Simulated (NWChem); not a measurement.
**C2H3ClF2 (SMILES FCC(F)Cl): levels of theory compared**

Aim: a comparison of 4 runs (HF/STO-3G, HF/3-21G, B3LYP/6-31G*) of C2H3ClF2. 

Program for the calculation: NWChem 7.3.0.

### Step 1. The system as given

The species is C2H3ClF2 (8 atoms), meant as a singlet with charge 0. SMILES: `FCC(F)Cl`. Geometry: relaxed at PBE0-D4/def2-TZVP. This is one conformer, not always the lowest.

Bond lengths: F1–C2 1.374 Å, C2–C3 1.507 Å, C3–F4 1.355 Å, C3–Cl5 1.774 Å, C2–H6 1.092 Å, C2–H7 1.093 Å, C3–H8 1.091 Å. Some angles: F1–C2–C3 109.0°, C2–C3–F4 110.3°, C2–C3–Cl5 108.5°, F4–C3–Cl5 109.6°, F1–C2–H6 109.1°, F1–C2–H7 109.2°, C3–C2–H6 109.8°, C3–C2–H7 109.7°, C2–C3–H8 112.4°, F4–C3–H8 108.5°.

### Step 2. Energy and gradient at HF/STO-3G (run 1)

c2h3clf2.xyz reads:

```xyz
8

F     -0.356100    -0.815200     1.579400
C      0.298000     0.039200     0.725000
C     -0.320800    -0.068900    -0.644800
F     -0.104600    -1.302200    -1.162600
Cl     0.420900     1.153900    -1.694200
H      0.197500     1.061200     1.096600
H      1.353200    -0.241400     0.675300
H     -1.395900     0.116300    -0.630600
```

c2h3clf2.nw reads:

```
start c2h3clf2
memory stack 880 mb heap 220 mb global 1100 mb
geometry noautosym nocenter noautoz
  load format xyz c2h3clf2.xyz
end
basis spherical bse
  F library STO-3G
  C library STO-3G
  Cl library STO-3G
  H library STO-3G
end
scf
  thresh 1e-08
  maxiter 80
  noprint "final vectors analysis"
end
task scf gradient
```

On the command line:

```
nwchem c2h3clf2.nw > c2h3clf2.out
```

The log of the run:

```text
[...]
  functions       =    32
[...]
  wavefunction    = RHF
[...]
         Total SCF energy =   -727.196946437150
      One-electron energy =  -1474.059963918430
      Two-electron energy =    513.480690770888
 Nuclear repulsion energy =    233.382326710393
        Time for solution =      1.2s
[...]
                         RHF ENERGY GRADIENTS
    atom               coordinates                        gradient
                 x          y          z           x          y          z
   1 F      -0.672931  -1.540505   2.984633    0.007890   0.011190  -0.011531
   2 C       0.563138   0.074077   1.370051   -0.010003  -0.003069  -0.038185
   3 C      -0.606224  -0.130202  -1.218495    0.021035   0.013394   0.015115
   4 F      -0.197665  -2.460801  -2.196995   -0.004334   0.023379   0.010098
   5 Cl      0.795386   2.180555  -3.201574   -0.014199  -0.028543   0.025083
   6 H       0.373221   2.005377   2.072274   -0.004199  -0.006268   0.000963
   7 H       2.557177  -0.456180   1.276132   -0.005625  -0.003708   0.002424
   8 H      -2.637869   0.219775  -1.191661    0.009434  -0.006373  -0.003968
[...]
```

Wall time 2 s (1 thread of AMD EPYC 9R45 (Zen 5), shared host); peak memory 0.1 GiB.

### Step 3. Energy and gradient at HF/3-21G (run 2)

run.py reads:

```python
from ase import Atoms
from ase.calculators.nwchem import NWChem

mol = Atoms('FCCFClHHH', positions=[
    [-0.356100, -0.815200, 1.579400],
    [0.298000, 0.039200, 0.725000],
    [-0.320800, -0.068900, -0.644800],
    [-0.104600, -1.302200, -1.162600],
    [0.420900, 1.153900, -1.694200],
    [0.197500, 1.061200, 1.096600],
    [1.353200, -0.241400, 0.675300],
    [-1.395900, 0.116300, -0.630600],
])

calc = NWChem(
    label='nw',
    theory='scf',
    memory='2200 mb',
    basis='3-21G',
    basispar='spherical bse',
    scf={'nopen': '0', 'rhf': None, 'thresh': '1e-08', 'maxiter': '80'},
)
mol.calc = calc

forces = mol.get_forces()
print(f"energy = {mol.get_potential_energy():.6f} eV")
print("forces (eV/A):")
for s, f in zip(mol.symbols, forces):
    print(f"{s:2s} {f[0]:10.5f} {f[1]:10.5f} {f[2]:10.5f}")
print("dipole (e A):", mol.get_dipole_moment().round(4))
```

On the command line:

```
export ASE_NWCHEM_COMMAND="nwchem PREFIX.nwi > PREFIX.nwo"
python run.py
```

The log of the run:

```text
energy = -19922.154645 eV
forces (eV/A):
F    -0.60236   -0.70392    0.57850
C     0.97440    0.98566   -0.16213
C    -1.91665   -0.33861    1.52765
F     0.37086   -1.01862   -0.43925
Cl    0.86425    1.36880   -1.26704
H     0.12156   -0.49252   -0.26308
H    -0.51191    0.19983   -0.08701
H     0.69985   -0.00062    0.11231
dipole (e A): [-0.0361  0.3349  0.1989]
```

The calculator wrote nw.nwi:

```
title "nw"

permanent_dir nw

scratch_dir nw

start nw

geometry units angstrom nocenter noautosym noautoz
  F  -3.5610000000000003e-01 -8.1520000000000004e-01 1.5793999999999999e+00
  C  2.9799999999999999e-01 3.9199999999999999e-02 7.2499999999999998e-01
  C  -3.2079999999999997e-01 -6.8900000000000003e-02 -6.4480000000000004e-01
  F  -1.0460000000000000e-01 -1.3022000000000000e+00 -1.1626000000000001e+00
  Cl 4.2090000000000000e-01 1.1538999999999999e+00 -1.6941999999999999e+00
  H  1.9750000000000001e-01 1.0611999999999999e+00 1.0966000000000000e+00
  H  1.3532000000000000e+00 -2.4140000000000000e-01 6.7530000000000001e-01
  H  -1.3958999999999999e+00 1.1630000000000000e-01 -6.3060000000000005e-01
end

memory 2200 mb

basis spherical bse noprint
   * library 3-21G
end

scf
  nopen 0
  rhf
  thresh 1e-08
  maxiter 80
end

task scf gradient
```

nw.nwo:

```text
Northwest Computational Chemistry Package (NWChem) 7.3.0
             --------------------------------------------------------

           Job information
           ---------------

    nwchem branch   = 7.3.0
    use scalapack   = T
    input           = nw.nwi
    prefix          = nw.
    data base       = nw/nw.db
    status          = startup
    nproc           =        1

           Memory information
           ------------------

[... 5 lines left out ...]
    hardfail = no
[... 137 lines left out ...]
         Quadratically convergent ROHF
[... 15 lines left out ...]
       Final RHF  results
[... 4 lines left out ...]
      Two-electron energy =    512.037240938834
[... 44 lines left out ...]
                       ROHF Final Molecular Orbital Analysis
[... 238 lines left out ...]
                 ----------------------------------------
                 |  Time  |  1-e(secs)   |  2-e(secs)   |
                 ----------------------------------------
                 |  CPU   |       0.00   |       0.28   |
                 ----------------------------------------
                 |  WALL  |       0.00   |       0.28   |
                 ----------------------------------------

 Task  times  cpu:        1.7s     wall:        1.7s
 Total times  cpu:        1.7s     wall:        1.7s
```

Run time: 2.6 s. Hardware: 1 thread of AMD EPYC 9R45 (Zen 5), shared host; peak memory 0.099 GiB.

Run 3 isn't shown in full; the table further down has it.

### Step 4. Energy and gradient at B3LYP/6-31G(d) (Cartesian functions) (run 4)

a.xyz reads:

```xyz
8
C2H3ClF2 gradient
F     -0.356100    -0.815200     1.579400
C      0.298000     0.039200     0.725000
C     -0.320800    -0.068900    -0.644800
F     -0.104600    -1.302200    -1.162600
Cl     0.420900     1.153900    -1.694200
H      0.197500     1.061200     1.096600
H      1.353200    -0.241400     0.675300
H     -1.395900     0.116300    -0.630600
```

a.nw reads:

```
START a
TITLE "C2H3ClF2 gradient"
memory stack 880 mb heap 220 mb global 1100 mb
GEOMETRY units angstroms noautosym nocenter noautoz
load a.xyz
END
BASIS cartesian
* library 6-31G*
END
DFT
xc b3lyp
grid xfine
convergence energy 1e-08
maxiter 100
mulliken
END
TASK dft gradient
```

On the command line:

```
nwchem a.nw > a.out
```

The log of the run:

```text
[...]
          Wavefunction type:  closed shell.
          No. of atoms     :     8
          No. of electrons :    50
[...]
          Charge           :     0
          Spin multiplicity:     1
[...]
          AO basis - number of functions:    85
[...]
              XC Information
              --------------
                         B3LYP Method XC Potential
                     Hartree-Fock (Exact) Exchange  0.200
                        Slater Exchange Functional  0.800 local
                    Becke 1988 Exchange Functional  0.720 non-local
              Lee-Yang-Parr Correlation Functional  0.810
                  VWN I RPA Correlation Functional  0.190 local
[...]
 d= 0,ls=0.0,diis     1   -737.7370472799 -9.71D+02  2.03D-02  1.36D+00     2.2
[...]
 d= 0,ls=0.0,diis     8   -737.8757666225  5.70D-09  6.91D-06  7.96D-07    14.7
         Total DFT energy =     -737.875766622514
      One electron energy =    -1482.789130858726
           Coulomb energy =      572.732235538446
    Exchange-Corr. energy =      -61.201198012627
 Nuclear repulsion energy =      233.382326710393
[...]
      Total Density - Mulliken Population Analysis
     ---------------------------------------------
    Atom       Charge   Shell Charges
 -----------   ------   -------------------------------------------------------
    1 F    9     9.30   1.99  0.94  3.31  0.98  2.02  0.05
    2 C    6     5.96   1.99  0.70  2.03  0.52  0.66  0.05
    3 C    6     5.94   1.99  0.71  1.96  0.55  0.67  0.07
    4 F    9     9.26   1.99  0.95  3.31  0.97  1.98  0.06
    5 Cl  17    17.05   2.00  1.99  5.97  1.46  3.62  0.53  1.49 -0.02
    6 H    1     0.84   0.54  0.31
    7 H    1     0.83   0.53  0.30
    8 H    1     0.81   0.54  0.27
[...]
  wavefunction    = closed shell
[...]
```

It took 19 s on 1 thread of AMD EPYC 9R45 (Zen 5), shared host; peak memory 0.15 GiB.

### Step 5. All runs side by side

```tsv
run	level	iteration cap	module	energy (Eh)	dipole moment (D)	largest force (eV/Å)	wall time
1	HF/STO-3G	80	scf	-727.196946	1.30	2.086	2 s
2	HF/3-21G	80	scf	-732.125685	1.88	2.474	2.6 s
3	B3LYP/6-31G* (spherical functions)	100	dft	-737.868681	1.29	0.759	18 s
4	B3LYP/6-31G* (Cartesian functions)	100	dft	-737.875767	1.29	0.776	19 s
```

### Step 6. Summary of results

```
                       quantity          value
            run 4: total energy  -737.87577 Eh
           run 4: dipole moment         1.29 D
             run 4: HOMO energy       -8.64 eV
             run 4: LUMO energy        0.41 eV
           run 4: HOMO–LUMO gap        9.05 eV
run 4: largest force on an atom     0.776 eV/Å
```

The dipole moment (its size) runs from 1.29 D (B3LYP/6-31G*) to 1.88 D (HF/3-21G). The two ends differ in method and basis. Over runs 2, 3, 4 the HOMO–LUMO gap runs from 9.05 eV (B3LYP/6-31G*) to 17.67 eV (HF/3-21G). In run 1 the basis is minimal, so the values are rough. All runs together took 42 s, the longest 19 s.
